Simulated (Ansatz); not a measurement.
# C4H6OS: a ladder of functionals and wavefunction methods

An exercise on one series of results from a longer session: the logs are not shown, and one member is left open.

Method: functionals in def2-TZVPP, the program's frozen cores in correlated methods; program: Ansatz 0.2.0, Gaussian basis.

Plan: LDA (SPW92), PBE-D4, revPBE-D4, BLYP-D4, r2SCAN-D4, B97M-V, PBE0-D4, B3LYP-D4, r2SCANh-D4, r2SCAN0-D4, HSE06-D4, BHLYP-D4, CAM-B3LYP-D4, LC-ωPBE, ωB97X-V, ωB97M-V, B2PLYP, PBE-QIDH; CCSD(T)/def2-SVP; CCSD(T)/def2-TZVPP; MP2/def2-QZVPP; extrapolation to the limit; RPA on PBE.

## The geometry

All runs share one geometry, relaxed beforehand with PBE0-D4 in a triple-zeta def2 set.

SMILES `C/C(O)=C\C=S`, 12 atoms, charge 0, spin multiplicity 1.

Atoms are counted from 1 here; the program's logs count them from 0.

Bond lengths: C1–C2 1.486 Å, C1–H7 1.095 Å, C1–H8 1.095 Å, C1–H9 1.086 Å, C2–O3 1.345 Å, C2–C4 1.353 Å, O3–H10 0.962 Å, C4–C5 1.420 Å, C4–H11 1.085 Å, C5–S6 1.629 Å, C5–H12 1.091 Å. Angles: C2–C1–H7 109.9°, C2–C1–H8 109.9°, C2–C1–H9 112.7°, H7–C1–H8 107.8°, H7–C1–H9 108.2°, H8–C1–H9 108.2°, C1–C2–O3 115.4°, C1–C2–C4 127.4°, O3–C2–C4 117.2°, C2–O3–H10 110.2°, C2–C4–C5 124.7°, C2–C4–H11 117.6°, C5–C4–H11 117.7°, C4–C5–S6 125.4°, C4–C5–H12 116.6°, S6–C5–H12 118.1°.

The first run:

in.yaml reads:

```yaml
crystal:
  periodic: [false, false, false]
  atoms:
    - {symbol: C, position_ang: [0.233249, 0.468606, -1.291891]}
    - {symbol: C, position_ang: [0.583828, -0.335550, -0.092084]}
    - {symbol: O, position_ang: [1.727507, -1.038001, -0.182893]}
    - {symbol: C, position_ang: [-0.112921, -0.435408, 1.063290]}
    - {symbol: C, position_ang: [-1.336116, 0.234569, 1.329228]}
    - {symbol: S, position_ang: [-2.189118, 0.126667, 2.713313]}
    - {symbol: H, position_ang: [0.131814, -0.186312, -2.163832]}
    - {symbol: H, position_ang: [1.030665, 1.188444, -1.505058]}
    - {symbol: H, position_ang: [-0.695934, 1.018062, -1.170641]}
    - {symbol: H, position_ang: [2.138426, -0.894286, -1.040662]}
    - {symbol: H, position_ang: [0.292197, -1.073003, 1.841590]}
    - {symbol: H, position_ang: [-1.726797, 0.871012, 0.533637]}
basis:
  gaussian: {orbitals: def2-TZVPP}
hamiltonian: {xc: lda}
output: {orbitals: {seedname: orbitals}}
```

Among the steps run: LDA; PBE-D4 (GGA); revPBE-D4 (GGA); BLYP-D4 (GGA); r2SCAN-D4 (meta-GGA); B97M-V (meta-GGA); PBE0-D4 (hybrid); B3LYP-D4 (hybrid); r2SCANh-D4 (hybrid); r2SCAN0-D4 (hybrid); HSE06-D4 (hybrid); BHLYP-D4 (hybrid); CAM-B3LYP-D4 (range-separated); LC-ωPBE (range-separated); ωB97X-V (range-separated); ωB97M-V (range-separated); B2PLYP (double hybrid); PBE-QIDH (double hybrid).

One table of the session follows, with a row left open; its other results are not shown here.

It belongs to the step «Frontier levels by functional». 

| functional | HOMO (eV) | LUMO (eV) | gap (eV) |
| --- | --- | --- | --- |
| LDA (SPW92) | -4.82 | -3.03 | 1.80 |
| PBE-D4 | -4.69 | -2.82 | 1.86 |
| revPBE-D4 | ? | ? | ? |
| BLYP-D4 | -4.53 | -2.67 | 1.87 |
| r2SCAN-D4 | -4.90 | -2.75 | 2.16 |
| B97M-V | -4.97 | -2.67 | 2.30 |
| PBE0-D4 | -5.95 | -2.05 | 3.89 |
| B3LYP-D4 | -5.71 | -2.22 | 3.48 |
| r2SCANh-D4 | -5.37 | -2.45 | 2.92 |
| r2SCAN0-D4 | -6.09 | -2.01 | 4.08 |
| HSE06-D4 | -5.54 | -2.42 | 3.12 |
| BHLYP-D4 | -7.06 | -1.08 | 5.98 |
| CAM-B3LYP-D4 | -7.31 | -1.01 | 6.30 |
| LC-ωPBE | -8.74 | -0.04 | 8.70 |
| ωB97X-V | -8.35 | -0.03 | 8.32 |
| ωB97M-V | -8.20 | -0.06 | 8.14 |

Q: Estimate the row for revPBE-D4 from the others.

**Answer.** HOMO (eV): -4.63; LUMO (eV): -2.75; gap (eV): 1.89. In the column «HOMO (eV)» it lies between PBE-D4 (-4.69) and BLYP-D4 (-4.53).
